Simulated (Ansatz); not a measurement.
A nudged elastic band was laid between two geometries of C3H4N (8 atoms, charge 1, multiplicity 1).

These are results of Ansatz, RKS r2SCANh-D4/def2-SVP, not measurements.

```yaml
movable_images: 7
climbing_image: yes
spring: 5.0 eV/Å²
optimiser: quadratic models (default)
start_path: IDPP
force_threshold: 0.05 eV/Å
iteration_limit: 60
end_points: relaxed
```

First end point:

```xyz
8
Properties=species:S:1:pos:R:3
C 0.802 1.984 -0.737
C 0.597 0.829 -0.288
N 0.552 -0.327 0.173
C -0.551 -1.144 0.418
H 0.939 2.985 -1.129
H -0.341 -2.113 -0.091
H -1.537 -0.731 0.177
H -0.461 -1.482 1.476
```

Last end point:

```xyz
8
Properties=species:S:1:pos:R:3
C 1.095 1.935 -0.433
C 0.458 0.852 -0.438
N -0.180 -0.204 -0.606
C -0.631 -1.131 0.334
H 1.647 2.865 -0.371
H -0.269 -2.126 -0.010
H -1.719 -1.267 0.139
H -0.400 -0.923 1.385
```

Problem. Which bonds break or form, and what moves?

Solution. No bond is made or broken. The dihedral C2–N3–C4–H7 goes from 0 to 127°. The two ends are copies of one structure, up to a mirror image or an exchange of like atoms.

Problem. What energy profile does the band end with?

Solution. The forces met the threshold. The highest image is number 4 of 0 to 8, 0.103 eV above the ends, which have the same energy within 2 meV. A vibrational analysis at the climbing image gives one clearly imaginary mode, 299i cm⁻¹: a first-order saddle point. Limits of this set-up: the dipole of an ion depends on the origin.

| image | path coordinate (Å) | energy (eV) | dihedral C2–N3–C4–H7 (°) |
| --- | --- | --- | --- |
| 0 | 0.00 | 0.000 | 0 |
| 1 | 0.25 | 0.007 | 8 |
| 2 | 0.51 | 0.030 | 17 |
| 3 | 0.76 | 0.068 | 30 |
| 4 | 1.01 | 0.103 | 56 |
| 5 | 1.26 | 0.068 | 84 |
| 6 | 1.52 | 0.030 | 102 |
| 7 | 1.77 | 0.008 | 115 |
| 8 | 2.02 | 0.000 | 127 |

Problem. What is the geometry of the highest image?

Solution. 
```xyz
8
Properties=species:S:1:pos:R:3
C 0.933 1.983 -0.547
C 0.577 0.782 -0.405
N 0.359 -0.438 -0.392
C -0.561 -1.218 0.325
H 1.171 3.039 -0.602
H -0.463 -2.277 0.076
H -1.589 -0.839 0.133
H -0.428 -1.033 1.413
```

Problem. What are the harmonic wavenumbers there?

Solution. 299i, 168, 284, 298, 532, 803, 931, 932, 1090, 1240, 1390, 1451, 1470, 2009, 2965, 3016, 3240, 3387 cm⁻¹.

Time of the run: 98 s on 1 thread of Intel(R) Xeon(R) 6975P-C (Granite Rapids) (shared host), peak memory 0.26 GiB.
